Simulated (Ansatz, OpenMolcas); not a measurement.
## SiH3F (SMILES F[SiH3]): the energy, rung by rung

The species is SiH3F (5 atoms), meant as a singlet with charge 0. As SMILES, `F[SiH3]`. Geometry: relaxed at PBE0-D4/def2-TZVP.

```xyz
5

F    -1.2746    0.1628    0.8580
Si    0.0433   -0.0193   -0.0307
H    -0.3678   -0.1926   -1.4437
H     0.7686   -1.2179    0.4516
H     0.8805    1.1934    0.1234
```

Quantity: the energy change with the Si2–H3 bond stretched from 1.482 to 1.852 Å, in eV. The values are calculated.

| level | kind | program | value (eV) | less FCI/STO-3G | CPU time (all runs) |
| --- | --- | --- | --- | --- | --- |
| HF/STO-3G (restricted) | Hartree–Fock | Ansatz | 1.65 | +0.44 | 0.24 s |
| PBE/STO-3G (restricted) | GGA | Ansatz | 1.07 | -0.14 | 2.4 s |
| B3LYP/STO-3G (restricted) | global hybrid | Ansatz | 1.20 | -0.01 | 2 s |
| r2SCAN0/STO-3G (restricted) | hybrid meta-GGA | Ansatz | 1.33 | +0.12 | 3.9 s |
| MP2/STO-3G (restricted) | perturbation theory | OpenMolcas | 1.40 | +0.19 | 3.6 s |
| BCCD(T)/STO-3G (restricted) | coupled cluster or CI | Ansatz | 1.22 | +0.01 | 0.41 s |
| CCSD/STO-3G (restricted) | coupled cluster or CI | Ansatz | 1.23 | +0.02 | 0.36 s |
| CISD/STO-3G (restricted) | coupled cluster or CI | OpenMolcas | 1.27 | +0.06 | 3.8 s |
| FCI/STO-3G | exact in the basis | OpenMolcas | 1.21 | 0.00 | 22 s |

FCI/STO-3G is exact within its basis and frozen core, so for wave-function methods in that basis the difference is their error; functionals converge differently with the basis, so for them it is only a difference. The first shape isn't each level's own minimum. The values span 1.07 to 1.65 eV. All rows use very small basis sets, so even the best lies far from the true value. Times are those of the runs behind each value, whatever else they computed, on shared processors of several kinds: orders of magnitude only.
